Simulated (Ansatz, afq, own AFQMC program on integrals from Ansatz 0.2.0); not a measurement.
## Where AFQMC and coupled cluster stand for HO⁻, triplet

```yaml
atoms:
  - { symbol: O, position_ang: [0.0000, 0.0000, 0.0000] }
  - { symbol: H, position_ang: [0.0000, 0.0000, 2.2530] }
```

Basis aug-cc-pVDZ. Noble-gas cores (and the filled d shells of Ga–Kr and In–Xe) are frozen. Ansatz 0.2.0 and our own AFQMC program on the same integrals; the CISD trial comes from CCSD amplitudes, and released means the phaseless constraint is let go. ± is one standard error of the sampling.

Determinant: ROHF, the one that the program's search chose, which needn't be the lowest solution. The geometry is a point of a scan.

No full CI on the walks' own integrals is used here; CCSDT(Q) serves as the reference and is uncertain by about the last step of the cluster series.

Cautions: lower spins were not checked; higher spins were not checked; a spin-contaminated unrestricted determinant lies lower (UHF 579 meV lower, ⟨S²⟩ 2.09); the search met a lower determinant of the same kind, perhaps of another symmetry (293 meV lower), and this one is a saddle point; raised T1 diagnostic (T1 0.047, weight of the determinant 0.88, largest double 0.10).

The T1 diagnostic is 0.0471. The weight of the determinant in the CISD state is 0.880 and the size of the correlated space is 8 electrons in 31 orbitals.

| level | correlation energy (eV) |
| --- | --- |
| MP2 | -5.3389 |
| CCSD | -5.8358 |
| CCSD(T) | -6.0138 |

(1) Estimate where phaseless AFQMC with a CISD trial lies against CCSD(T) on the same integrals.

(1) 2.5 ± 1.4 kJ/mol above CCSD(T). The gap is under twice the noise, so this walk alone can't tell the two apart.

Reference: CCSDT(Q), correlation energy -6.067 eV. The released energy is read at 2.40 1/Eh (meV from the phaseless value at times in 1/Eh: -25 ± 17 at 0.24, -48 ± 19 at 0.51, -39 ± 16 at 0.99, -85 ± 15 at 1.62, -55 ± 25 at 2.40).

| level | E − E(reference) (kJ/mol) | share of correlation (%) |
| --- | --- | --- |
| CCSD(T) | 5.1 | 99.13 |
| CCSDT | 1.8 | 99.70 |
| ph-AFQMC/CISD | 7.6 ± 1.4 | 98.69 |
| released AFQMC | 2.4 ± 2.4 | 99.60 |

A walk keeps the symmetry of its determinant, which the program's search chose and which needn't be the lowest solution, so a lower state of the same spin and another symmetry isn't excluded. Released energies are given only where the last usable release times agree within the noise; a slower fall can still hide under it.
